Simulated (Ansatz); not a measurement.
# C3H7NO: a ladder of functionals and wavefunction methods

The task here is to estimate one member of a computed series from the others.

Computed with Ansatz 0.2.0, Gaussian basis. Level: functionals in def2-TZVPP, the program's frozen cores in correlated methods.

Plan: PBE-D4, r2SCAN-D4, PBE0-D4, B3LYP-D4, ωB97X-V, ωB97M-V, B2PLYP; CCSD(T)/def2-TZVPP; MP2/def2-QZVPP; extrapolation to the limit.

### The relaxed structure

All runs share one geometry, relaxed beforehand with PBE0-D4 in a triple-zeta def2 set.

SMILES `C/C=C(\N)O`, 12 atoms, charge 0, spin multiplicity 1.

Atoms are counted from 1 here; the program's logs count them from 0.

Bond lengths: C1–C2 1.491 Å, C1–H6 1.094 Å, C1–H7 1.094 Å, C1–H8 1.096 Å, C2–C3 1.333 Å, C2–H9 1.084 Å, C3–N4 1.394 Å, C3–O5 1.362 Å, N4–H10 1.012 Å, N4–H11 1.008 Å, O5–H12 0.964 Å. Angles: C2–C1–H6 111.0°, C2–C1–H7 112.4°, C2–C1–H8 112.5°, H6–C1–H7 106.7°, H6–C1–H8 106.6°, H7–C1–H8 107.3°, C1–C2–C3 125.5°, C1–C2–H9 118.4°, C3–C2–H9 116.1°, C2–C3–N4 127.2°, C2–C3–O5 120.5°, N4–C3–O5 112.3°, C3–N4–H10 113.1°, C3–N4–H11 113.6°, H10–N4–H11 110.8°, C3–O5–H12 107.4°.

Set-up of the first run:

in.yaml

```yaml
crystal:
  periodic: [false, false, false]
  atoms:
    - {symbol: C, position_ang: [-1.667863, -0.014795, 0.103261]}
    - {symbol: C, position_ang: [-0.365335, 0.310425, 0.751764]}
    - {symbol: C, position_ang: [0.836646, 0.129024, 0.205831]}
    - {symbol: N, position_ang: [1.132253, -0.552869, -0.973961]}
    - {symbol: O, position_ang: [1.954936, 0.605360, 0.820447]}
    - {symbol: H, position_ang: [-2.389861, 0.794380, 0.247521]}
    - {symbol: H, position_ang: [-1.570385, -0.160083, -0.976604]}
    - {symbol: H, position_ang: [-2.126423, -0.921676, 0.514255]}
    - {symbol: H, position_ang: [-0.377270, 0.728998, 1.751138]}
    - {symbol: H, position_ang: [1.656811, 0.006626, -1.634764]}
    - {symbol: H, position_ang: [0.324318, -0.964240, -1.414951]}
    - {symbol: H, position_ang: [2.669170, -0.016248, 0.640063]}
basis:
  gaussian: {orbitals: def2-TZVPP}
hamiltonian: {xc: pbe, dispersion: d4}
output: {forces: true, orbitals: {seedname: orbitals}}
```

Started as:

```sh
$ ansatz run in.yaml --threads 4 --pin off --events-out ev --progress --plain --max-ram 10444MiB
```

Steps of the session up to this table: PBE-D4 (GGA); r2SCAN-D4 (meta-GGA); PBE0-D4 (hybrid); B3LYP-D4 (hybrid); ωB97X-V (range-separated); ωB97M-V (range-separated); B2PLYP (double hybrid); CCSD(T) in def2-TZVPP; MP2 in def2-QZVPP.

One of the session's tables, all rows but one given; the rest of the session is left out.

It belongs to the step «Atomisation energies». 

```
            method  atomisation energy (eV)
            PBE-D4                   50.895
         r2SCAN-D4                   49.450
           PBE0-D4                   49.726
          B3LYP-D4                        ?
           ωB97X-V                   49.432
           ωB97M-V                   49.561
            B2PLYP                   48.929
     HF/def2-TZVPP                   34.781
    MP2/def2-TZVPP                   48.858
   CCSD/def2-TZVPP                   47.182
CCSD(T)/def2-TZVPP                   47.987
           MP2/CBS                   50.193
       CCSD(T)/CBS                   49.322
```

**Question.** Estimate the row for B3LYP-D4.

The run gave: atomisation energy (eV): 49.502. In the column «atomisation energy (eV)» it lies between r2SCAN-D4 (49.450) and ωB97M-V (49.561).

Caveats from the session: Free atoms (3 C, 1 N, 1 O, 7 H) were run apart at each level; the atomisation energy is their sum less the molecule, without zero-point or spin-orbit terms.
